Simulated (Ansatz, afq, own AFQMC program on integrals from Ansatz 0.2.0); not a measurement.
## Where AFQMC and coupled cluster stand for Mn, octet

A free Mn atom.

Basis def2-SVP. Noble-gas cores (and the filled d shells of Ga–Kr and In–Xe) are frozen. AFQMC by an in-house program on the Cholesky factors that Ansatz 0.2.0 writes for its CCSD(T) run. ph-AFQMC/CISD is guided by a CISD state made of CCSD amplitudes; releasing the constraint for a short imaginary time cuts its bias at the price of noise, slowly where states lie close. Free projection: walkers drawn from exp(T), propagated without any constraint. Its projection time is finite, and what remains of the start isn't in its error. ± is one standard error of the sampling. The metal's outer-core s and p shells are frozen, which shifts wave-function levels against functionals.

Determinant: UHF, the one that the program's search chose, which needn't be the lowest solution.

Full CI on the same integrals is exact in this basis and with this determinant's frozen core.

Cautions: no relativity below Rb; outer-core shells of the metal frozen; another spin lies lower (by 3.03 eV).

- T1 diagnostic: 0.0043
- weight of the determinant in the CISD state: 0.986
- ⟨S²⟩ of the determinant: 15.750
- size of the correlated space: 7 electrons in 22 orbitals

Reference: full CI, correlation energy -1.567 eV. The released energy is read at 2.40 1/Eh (meV from the phaseless value at times in 1/Eh: -0.7 ± 1.1 at 0.24, 0.3 ± 1.2 at 0.51, -1.3 ± 1.1 at 0.99, -0.5 ± 1.3 at 1.62, -0.4 ± 1.9 at 2.40).

```
         level  E − E(reference) (kcal/mol)  share of correlation (%)
            HF                        36.13                      0.00
           MP2                         3.75                     89.63
          CCSD                         0.38                     98.95
       CCSD(T)                         0.03                     99.92
         CCSDT                        -0.02                    100.06
      CCSDT(Q)                         0.00                    100.01
   ph-AFQMC/HF                 -0.46 ± 0.30                    101.28
 ph-AFQMC/CISD                 -0.04 ± 0.02                    100.10
released AFQMC                 -0.04 ± 0.04                    100.12
    free AFQMC                 -0.09 ± 0.05                    100.25
```

CCSDT and higher add their correlation energy to the determinant of the CCSD(T) run, since their own runs factorise the integrals more tightly (a shift of under 2 meV). Free projections are given only where their last times agree within the noise and don't stop above the reference; a slow remainder of the start can still hide under it. A walk keeps the symmetry of its determinant, which the program's search chose and which needn't be the lowest solution, so a lower state of the same spin and another symmetry isn't excluded. Released energies are given only where the last usable release times agree within the noise; a slower fall can still hide under it.
